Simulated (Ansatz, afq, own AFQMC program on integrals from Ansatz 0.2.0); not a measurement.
## Atomization energy of AlH3, triplet

```json
{"atom": "Al", "x (Å)": "0.0000", "y (Å)": "0.0744", "z (Å)": "-0.0956"}
{"atom": "H", "x (Å)": "0.0000", "y (Å)": "-1.3724", "z (Å)": "-0.7540"}
{"atom": "H", "x (Å)": "0.4207", "y (Å)": "-0.3098", "z (Å)": "1.6570"}
{"atom": "H", "x (Å)": "-0.4207", "y (Å)": "-0.3098", "z (Å)": "1.6570"}
```

Atoms in their ground-state spins without spin–orbit coupling (mostly on UHF) minus the molecule (UHF), without zero-point energy. The geometry is a stationary point, not shown to be a minimum.

Basis cc-pVDZ. Only valence electrons are correlated. AFQMC by an in-house program on the Cholesky factors that Ansatz 0.2.0 writes for its CCSD(T) run. The CISD trial takes its coefficients from CCSD amplitudes. Released means that phaseless walkers are propagated on without the constraint, phases kept. Free projection: walkers drawn from exp(T), propagated without any constraint. Its projection time is finite, and what remains of the start isn't in its error. Error bars are statistical, one sigma. The errors of all members are added in quadrature.

Full CI on the same integrals is exact in this basis and with this determinant's frozen core.

The best estimate is CCSD(T) at the basis-set limit (CBS: def2-TZVPP and def2-QZVPP, with their diffuse functions for anions and beside diffuse sets, CCSD(T) itself extrapolated) plus the step from CCSD(T) to full CI in cc-pVDZ. Rows without CBS are in cc-pVDZ, the functionals in def2-TZVP; B2PLYP and the wave-function rows carry a basis error of their own. Core correlation and relativity beyond core potentials are missing, and ± holds the sampling alone.

Cautions: AlH₃ (triplet): lower spins were not checked.

```csv
level,atomization energy (kJ/mol)
B3LYP,611.9
CCSD,555.0
MP2,540.1
```

(1) From these cheaper values, estimate the atomization energy at the level of the best estimate.

(1) 617.8 kJ/mol (best estimate, highest rung FCI).

| level | atomization energy (kJ/mol) | error against the best estimate (kJ/mol) |
| --- | --- | --- |
| HF | 439.1 | -178.7 |
| CCSD(T) | 557.4 | -60.4 |
| ph-AFQMC/CISD | 558.2 ± 0.1 | -59.6 ± 0.1 |
| released AFQMC | 558.1 ± 0.07 | -59.7 ± 0.07 |
| free AFQMC | 558.0 ± 0.07 | -59.7 ± 0.07 |
| FCI | 558.0 | -59.8 |
| HF/CBS | 460.2 | -157.6 |
| MP2/CBS | 596.8 | -21.0 |
| CCSD(T)/CBS | 617.2 | -0.6 |
| PBE | 607.5 | -10.3 |
| r2SCAN | 643.6 | 25.8 |
| PBE0 | 605.0 | -12.8 |
| wB97M-V | 598.6 | -19.2 |
| B2PLYP | 593.8 | -24.0 |

Correlation beyond CCSD(T) adds 0.6 kJ/mol. Going to the basis-set limit adds 59.8 kJ/mol at CCSD(T). The perturbative (T) step is worth +2.4 kJ/mol. The functionals spread over 49.8 kJ/mol; B3LYP comes nearest and r2SCAN is 25.8 kJ/mol too high.

Best estimates are given only where the step beyond CCSD(T) is under 0.3 eV and no member's determinant is very poor (T1 over 0.05, or 0.07 for open shells, ⟨S²⟩ too high by 0.3, two states mixed), so the hardest cases are missing from such tables.

The functionals ran in a triple-zeta set and keep a basis error of their own, a few kJ/mol for each bond in atomization energies and more for double hybrids, so close places among them and the extrapolated levels can swap.

Free projections are given only where their last times agree within the noise and don't stop above the reference; a slow remainder of the start can still hide under it. Each member of a difference takes its own highest rung, so a best estimate needn't equal the limit plus the step of one row. A walk keeps the symmetry of its determinant, which the program's search chose and which needn't be the lowest solution, so a lower state of the same spin and another symmetry isn't excluded. Released energies are given only where the last usable release times agree within the noise; a slower fall can still hide under it.
